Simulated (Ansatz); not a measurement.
Steps of a relaxation of C3H5ClF2, SMILES `CC(F)(F)CCl` with RKS PBE0-D4/def2-TZVP.

```sh
$ ansatz run in.yaml --threads 4 --pin off --events-out ev --progress --plain --max-ram 10444MiB
```

```yaml
crystal:
  periodic: [false, false, false]
  atoms:
    - {symbol: C, position_ang: [-1.179532, -0.246469, -0.538970]}
    - {symbol: C, position_ang: [-0.036818, -0.372987, 0.444637]}
    - {symbol: F, position_ang: [-0.473720, -0.036164, 1.702161]}
    - {symbol: F, position_ang: [0.374448, -1.692383, 0.509958]}
    - {symbol: C, position_ang: [1.229693, 0.427393, 0.129098]}
    - {symbol: Cl, position_ang: [0.921529, 2.186058, -0.019863]}
    - {symbol: H, position_ang: [-2.012112, -0.892029, -0.201254]}
    - {symbol: H, position_ang: [-0.855604, -0.567482, -1.547325]}
    - {symbol: H, position_ang: [-1.522210, 0.803776, -0.586576]}
    - {symbol: H, position_ang: [1.666368, 0.067639, -0.821711]}
    - {symbol: H, position_ang: [1.953458, 0.265648, 0.950246]}
basis:
  gaussian: {orbitals: def2-TZVP}
hamiltonian: {xc: pbe0, dispersion: d4}
relax: {f_tol: 0.005, max_steps: 150}
```

Positions (Å) and forces (eV/Å) along the path, 6 of 6 steps:

```xyz
11
step=1 energy=-21140.4470 eV
C    -1.180   -0.246   -0.539   -0.138   -0.018   -0.056
C    -0.037   -0.373    0.445   -0.011    0.030    0.023
F    -0.474   -0.036    1.702    0.210   -0.222   -0.539
F     0.374   -1.692    0.510   -0.202    0.596    0.036
C     1.230    0.427    0.129    0.252   -0.147    0.027
Cl    0.922    2.186   -0.020    0.075   -0.556    0.056
H    -2.012   -0.892   -0.201    0.404    0.314   -0.162
H    -0.856   -0.567   -1.547   -0.126    0.146    0.505
H    -1.522    0.804   -0.587    0.179   -0.527    0.046
H     1.666    0.068   -0.822   -0.269    0.231    0.482
H     1.953    0.266    0.950   -0.375    0.152   -0.418
11
step=2 energy=-21140.4886 eV
C    -1.175   -0.245   -0.537    0.013    0.024   -0.017
C    -0.037   -0.367    0.438    0.023   -0.086    0.106
F    -0.470   -0.035    1.690    0.080   -0.066   -0.209
F     0.367   -1.680    0.509   -0.079    0.200    0.007
C     1.228    0.420    0.129   -0.018    0.087   -0.028
Cl    0.915    2.166   -0.015    0.054   -0.215    0.020
H    -1.998   -0.885   -0.202    0.126    0.086   -0.037
H    -0.851   -0.564   -1.533   -0.043    0.044    0.134
H    -1.515    0.793   -0.584    0.040   -0.148    0.003
H     1.655    0.072   -0.815   -0.071    0.055    0.142
H     1.946    0.268    0.941   -0.125    0.019   -0.123
11
step=3 energy=-21140.4936 eV
C    -1.169   -0.244   -0.536    0.003   -0.008    0.006
C    -0.037   -0.367    0.439   -0.003   -0.016    0.019
F    -0.469   -0.035    1.686    0.003   -0.003   -0.012
F     0.363   -1.676    0.512   -0.006    0.033   -0.001
C     1.221    0.420    0.127   -0.008    0.082   -0.002
Cl    0.919    2.161   -0.012    0.000   -0.056    0.006
H    -1.986   -0.883   -0.203   -0.023   -0.013   -0.001
H    -0.844   -0.561   -1.527    0.003   -0.003   -0.014
H    -1.511    0.788   -0.583   -0.007    0.013   -0.001
H     1.642    0.074   -0.814    0.010   -0.015   -0.014
H     1.935    0.265    0.933    0.028   -0.014    0.015
11
step=4 energy=-21140.4938 eV
C    -1.170   -0.245   -0.536    0.002    0.002   -0.001
C    -0.037   -0.365    0.439    0.003   -0.016    0.009
F    -0.469   -0.033    1.685   -0.003    0.004    0.000
F     0.364   -1.673    0.512   -0.001   -0.003    0.001
C     1.222    0.421    0.127   -0.005    0.040   -0.006
Cl    0.920    2.159   -0.010    0.001   -0.010    0.002
H    -1.987   -0.885   -0.204   -0.001   -0.002    0.000
H    -0.844   -0.561   -1.528    0.000    0.000   -0.003
H    -1.513    0.788   -0.583   -0.003    0.003   -0.001
H     1.642    0.074   -0.815    0.003   -0.008   -0.002
H     1.938    0.263    0.932    0.004   -0.010    0.000
11
step=5 energy=-21140.4939 eV
C    -1.170   -0.245   -0.537    0.003   -0.003    0.001
C    -0.037   -0.365    0.440   -0.006    0.010   -0.003
F    -0.470   -0.031    1.685   -0.002   -0.001    0.003
F     0.363   -1.673    0.514    0.003    0.005    0.001
C     1.222    0.422    0.127   -0.002   -0.013   -0.001
Cl    0.921    2.160   -0.008   -0.003   -0.002   -0.001
H    -1.986   -0.887   -0.205    0.000   -0.002    0.000
H    -0.844   -0.561   -1.528    0.000    0.000   -0.002
H    -1.515    0.787   -0.583    0.002    0.004    0.002
H     1.641    0.074   -0.816    0.000    0.004   -0.002
H     1.939    0.261    0.931    0.004    0.000    0.002
11
step=6 energy=-21140.4939 eV
C    -1.170   -0.245   -0.537    0.000   -0.002    0.000
C    -0.037   -0.365    0.440    0.000    0.001    0.001
F    -0.470   -0.030    1.685    0.000    0.000   -0.001
F     0.363   -1.673    0.515    0.000   -0.002    0.000
C     1.222    0.422    0.127    0.000    0.000    0.002
Cl    0.921    2.160   -0.007    0.000   -0.001    0.000
H    -1.986   -0.887   -0.206    0.000    0.000    0.000
H    -0.843   -0.560   -1.528    0.001    0.001   -0.001
H    -1.515    0.787   -0.583    0.000    0.000    0.001
H     1.640    0.074   -0.816    0.000    0.001   -0.001
H     1.940    0.260    0.930    0.000    0.000    0.000
```

Hardware: 4 threads of an Arm Neoverse V2 on a shared host. Wall time 27 s, peak host memory 0.63 GiB.
